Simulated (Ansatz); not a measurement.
Results of revPBE (PAW; Ansatz, an electronic-structure program) for bcc Mo.

Numerical settings: plane-wave cutoff 520 eV, 24×24×24 k mesh, Fermi–Dirac smearing 0.05 eV, no spin polarisation, scalar-relativistic PAW data made under PBE.

Pressure at four volumes; x = ln(V/15.941 Å³). One pressure is withheld.

```json
[
 {"V (Å³/atom)": "14.985", "x": "-0.0618", "P (GPa)": "?"},
 {"V (Å³/atom)": "15.304", "x": "-0.0408", "P (GPa)": "11.20"},
 {"V (Å³/atom)": "15.941", "x": "0.0000", "P (GPa)": "0.01"},
 {"V (Å³/atom)": "16.898", "x": "0.0583", "P (GPa)": "-12.92"}
]
```

Pass a parabola P(x) through the three rows shown, estimate the bulk modulus and its pressure derivative near zero pressure, and predict the withheld pressure.

Slopes between the rows: (0.01 − (11.20))/(0.0000 − (-0.0408)) = -274.26 and (-12.92 − (0.01))/(0.0583 − (0.0000)) = -221.78 GPa. Their difference over the span 0.0991 is c = 52.48/0.0991 = 529.6 GPa, so P(x) = 11.20 + (-274.26)(x − (-0.0408)) + 529.6 (x − (-0.0408))(x − (0.0000)). At the middle row B = −dP/dx = −[-274.26 + 529.6 × 0.0408] = 252.7 GPa, and B′ = dB/dP = 2c/B = 4.2. At x = -0.0618 the parabola gives 17.65 GPa; the run gives 17.75 GPa. The Birch–Murnaghan fit to the energies at all volumes has B0 = 251 GPa and B′ = 4.3.

Measured, for comparison: bulk modulus 265 GPa (zero-point energy and finite temperature contributions removed, our sources range from 265 to 278; as tabulated in doi:10.1021/acs.jctc.3c00612). Computed (rounded) less measured: bulk modulus -5 % (-5 % to -10 % over the range).
